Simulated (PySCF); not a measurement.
## Bond curve of LiH

Set-up: Li 6-311G(d,p), H 6-311G(d,p); no relativity (PySCF 2.14). Energies in eV from Li + H in their ground configurations at the same level. State: ¹Σ⁺ (singlet), closed shell.

Curves on a restricted Hartree–Fock reference rise too fast on stretching and do not dissociate correctly.

```csv
R (Å),PBE,RHF-CCSD(T),BP86,RHF-MP2
1.376,-2.092,,-2.305,-1.887
1.440,-2.205,-2.215,-2.418,-2.000
1.504,-2.273,-2.279,-2.487,-2.066
1.552,-2.299,-2.303,-2.514,-2.090
1.600,-2.309,-2.310,-2.525,-2.096
1.648,-2.305,-2.301,-2.520,-2.087
1.712,-2.280,-2.271,-2.496,-2.055
1.792,-2.225,-2.210,-2.442,-1.990
1.888,-2.134,-2.110,-2.352,-1.885
2.016,-1.982,,-2.201,-1.713
```

**Question.** Put a parabola through the three lowest points of the PBE curve and estimate Re, k and ωe (reduced mass 0.8812 u; 1 eV/Å² = 0.16022 mdyn/Å; ωe = 1302.8·√(k/μ) cm⁻¹).

**Answer.** Through R = 1.552, 1.6, 1.648 Å the second-order coefficient is 3.04 eV/Å², so Re ≈ 1.610 Å, k ≈ 0.974 mdyn/Å and ωe ≈ 1369 cm⁻¹. A polynomial fit of higher order to the unrounded PBE energies gives Re = 1.607 Å, k = 0.977 mdyn/Å, ωe = 1372 cm⁻¹; anharmonicity and rounding make the difference.

The higher-order fit for each curve: PBE: Re = 1.607 Å, ωe = 1372 cm⁻¹, De = 2.31 eV; RHF-CCSD(T): Re = 1.595 Å, ωe = 1415 cm⁻¹, De = 2.31 eV; BP86: Re = 1.609 Å, ωe = 1368 cm⁻¹, De = 2.52 eV; RHF-MP2: Re = 1.594 Å, ωe = 1441 cm⁻¹, De = 2.10 eV.

Correlated steps freeze no core orbitals. Where the molecule has an RHF reference, its open-shell atoms are computed with UHF.
